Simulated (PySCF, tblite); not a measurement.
# BeH3Br, a complex of two parts: NMR shifts, interaction energy, infrared bands, spin-spin couplings, core binding energies and electronic excitations

One table from this session's results is given with a row withheld; the runs are named, their logs left out.

Programs: tblite 0.8.0 and PySCF 2.14.0. All values are calculated, for the isolated system unless a continuum is named. Atoms count from 0, parts from 1.

## The system as given

5 atoms, charge 0, multiplicity 1; geometry: rigid parts in contact. Parts: 1 = atoms 0–2, `[BeH2]`, charge 0; 2 = atoms 3–4, `Br`, charge 0.

The first run:

What the job is given:

```
{"job": {"kind": "dock", "xc": "GFN2-xTB", "basis": "xTB"}, "charge": 0, "multiplicity": 1, "parts": [{"atoms": "0-2", "charge": 0, "multiplicity": 1}, {"atoms": "3-4", "charge": 0, "multiplicity": 1}]}
Be    -0.000127     0.000003    -0.000017
H     -0.586763     0.439124    -1.048558
H      0.586890    -0.439127     1.048575
Br     2.598276     0.138960    -0.887410
H      3.162352    -1.067525    -0.450870
```

Method: GFN2-xTB search for minima from random contacts, gas phase.

Launch:

```sh
> OMP_NUM_THREADS=1 python cluster_run.py task.json out
```

This one command runs all jobs of the session in turn.

Steps of the session up to this table: Search for minima with GFN2-xTB; Optimising the geometry at PBE0-D3(BJ)/def2-TZVPD; Shielding tensors: PBE0/pcSseg-3; Coupled-cluster interaction energy: CCSD(T) and MP2.

One of the session's tables, all rows but one given; the rest of the session is left out.

It belongs to the step «Coupled-cluster interaction energy: CCSD(T) and MP2». 

| method | interaction energy (kcal/mol) |
| --- | --- |
| HF/aug-cc-pVDZ | -0.32 |
| MP2/aug-cc-pVDZ | -3.75 |
| CCSD/aug-cc-pVDZ | ? |
| CCSD(T)/aug-cc-pVDZ | -3.63 |
| HF/aug-cc-pVQZ | -0.88 |
| MP2/aug-cc-pVQZ | -5.65 |
| SCS-MP2/aug-cc-pVQZ | -4.54 |
| MP2, extrapolated | -5.89 |
| CCSD(T), limit estimate | -5.76 |

Estimate the missing values for CCSD/aug-cc-pVDZ.

**Answer.** interaction energy (kcal/mol): -3.16. In the column «interaction energy (kcal/mol)» it lies between CCSD(T)/aug-cc-pVDZ (-3.63) and HF/aug-cc-pVQZ (-0.88).

To keep in mind: The interaction energy leaves out the deformation of the parts, 2.79 kcal/mol (MP2); added to the CCSD(T) estimate it gives a binding of about -2.97 kcal/mol.
